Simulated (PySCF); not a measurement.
Results of Hartree–Fock (GTH pseudopotentials, Gaussian basis, DZ basis; PySCF) for rock-salt KF.

The same calculation (at the measured cell, 19.077 Å³/atom) with different numerical settings:

```csv
run,k mesh,gap on the mesh (eV),total energy (eV/atom)
1,2×2×2,17.809,-707.7735
2,3×3×3,17.617,-707.5745
3,4×4×4,17.566,-707.5244
```

In the column total energy (eV/atom) the first row differs from the last by -0.2491 and the next to last by -0.0501.

The last row is no converged limit: other settings stay fixed.
